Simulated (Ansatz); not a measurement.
The inner images of a band of CH₃NS (6 atoms, charge 0, multiplicity 1) are given out of order.

Computed with RKS r2SCAN/6-31G* (Ansatz).

Initial state:

```xyz
6
Properties=species:S:1:pos:R:3
N -0.632 -0.058 -0.362
C 0.526 0.133 0.293
S 1.588 -1.044 0.733
H -0.905 -0.998 -0.624
H -1.242 0.712 -0.604
H 0.707 1.191 0.518
```

Final state:

```xyz
6
Properties=species:S:1:pos:R:3
N -0.908 0.359 -0.463
C 0.211 0.300 0.141
S 1.057 -1.224 0.422
H 0.115 -1.978 -0.183
H -1.218 1.335 -0.516
H 0.783 1.143 0.554
```

**Question.** Put them in order from the first end to the last, with their energies above the first end.
A.
```xyz
6
Properties=species:S:1:pos:R:3
N -0.776 0.167 -0.413
C 0.339 0.296 0.211
S 1.097 -1.262 0.436
H -0.123 -1.492 -0.256
H -1.305 1.010 -0.600
H 0.809 1.217 0.576
```
B.
```xyz
6
Properties=species:S:1:pos:R:3
N -0.718 0.078 -0.392
C 0.404 0.267 0.241
S 1.180 -1.236 0.484
H -0.292 -1.278 -0.323
H -1.323 0.871 -0.625
H 0.792 1.234 0.569
```
C.
```xyz
6
Properties=species:S:1:pos:R:3
N -0.676 0.009 -0.378
C 0.458 0.231 0.267
S 1.289 -1.196 0.550
H -0.484 -1.114 -0.408
H -1.322 0.771 -0.639
H 0.776 1.235 0.562
```
D.
```xyz
6
Properties=species:S:1:pos:R:3
N -0.840 0.257 -0.438
C 0.276 0.305 0.177
S 1.075 -1.245 0.427
H -0.006 -1.741 -0.222
H -1.266 1.174 -0.560
H 0.803 1.186 0.570
```
E.
```xyz
6
Properties=species:S:1:pos:R:3
N -0.642 -0.017 -0.363
C 0.505 0.191 0.289
S 1.434 -1.132 0.637
H -0.701 -1.028 -0.517
H -1.311 0.696 -0.643
H 0.757 1.225 0.550
```

**Answer.** E (+5.2 kcal/mol), C (+25.1 kcal/mol), B (+41.0 kcal/mol), A (+29.1 kcal/mol), D (+18.2 kcal/mol).

Run time: 87 s on 1 thread of Arm Neoverse V2 (shared host), peak memory 0.11 GiB.
